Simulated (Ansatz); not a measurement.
Relaxation of H6OSSi (9 atoms, charge 0, multiplicity 1), to a largest force component of 0.03 eV/Å in at most 50 steps.

All numbers below come from RKS B3LYP/def2-SVP in Ansatz.

```xyz
9
Properties=species:S:1:pos:R:3:forces:R:3
Si -0.147 0.175 0.024 -0.20 0.26 -0.14
O -0.202 0.046 1.700 0.09 -0.08 0.05
H -1.027 0.304 2.125 -0.07 0.04 0.01
H 1.261 0.390 -0.378 0.02 -0.01 -0.01
H -0.954 1.376 -0.367 0.00 0.03 0.00
H -0.746 -0.990 -0.682 0.01 -0.02 0.01
S 1.641 -2.539 0.916 -0.08 0.13 0.54
H 0.606 -3.402 1.027 -0.01 -0.02 -0.03
H 1.116 -1.717 1.890 0.24 -0.32 -0.43
```

**Question.** Where does it end, and by what steps?

**Answer.** It converged. The force dipped under the threshold on the way, but the program's further checks kept it going. After 15 steps the energy has fallen by 0.094 eV; S7 moved furthest, 0.81 Å.

```json
{"step": "0", "energy less start (eV)": "0.0000", "largest force component (eV/Å)": "0.541", "accepted": "yes"}
{"step": "1", "energy less start (eV)": "-0.0526", "largest force component (eV/Å)": "0.384", "accepted": "yes"}
{"step": "2", "energy less start (eV)": "-0.0748", "largest force component (eV/Å)": "0.245", "accepted": "yes"}
{"step": "3", "energy less start (eV)": "-0.0400", "largest force component (eV/Å)": "0.569", "accepted": "no"}
{"step": "4", "energy less start (eV)": "-0.0827", "largest force component (eV/Å)": "0.150", "accepted": "yes"}
{"step": "5", "energy less start (eV)": "-0.0873", "largest force component (eV/Å)": "0.158", "accepted": "yes"}
{"step": "6", "energy less start (eV)": "-0.0850", "largest force component (eV/Å)": "0.149", "accepted": "no"}
{"step": "7", "energy less start (eV)": "-0.0906", "largest force component (eV/Å)": "0.045", "accepted": "yes"}
{"step": "8", "energy less start (eV)": "-0.0916", "largest force component (eV/Å)": "0.147", "accepted": "yes"}
{"step": "9", "energy less start (eV)": "-0.0927", "largest force component (eV/Å)": "0.038", "accepted": "yes"}
{"step": "10", "energy less start (eV)": "-0.0933", "largest force component (eV/Å)": "0.083", "accepted": "yes"}
{"step": "11", "energy less start (eV)": "-0.0935", "largest force component (eV/Å)": "0.078", "accepted": "yes"}
{"step": "12", "energy less start (eV)": "-0.0938", "largest force component (eV/Å)": "0.050", "accepted": "yes"}
{"step": "13", "energy less start (eV)": "-0.0939", "largest force component (eV/Å)": "0.028", "accepted": "yes"}
{"step": "14", "energy less start (eV)": "-0.0941", "largest force component (eV/Å)": "0.021", "accepted": "yes"}
{"step": "15", "energy less start (eV)": "-0.0941", "largest force component (eV/Å)": "0.017", "accepted": "yes"}
```

```xyz
9
Properties=species:S:1:pos:R:3
Si -0.281 0.449 -0.127
O -0.147 -0.080 1.462
H -0.955 -0.106 1.988
H 1.105 0.543 -0.646
H -0.943 1.788 -0.184
H -1.080 -0.500 -0.959
S 1.898 -2.924 1.575
H 0.814 -3.716 1.415
H 1.136 -1.812 1.731
```

Time of the run: 43 s on 1 thread of Arm Neoverse V1 (shared host), peak memory 0.15 GiB.
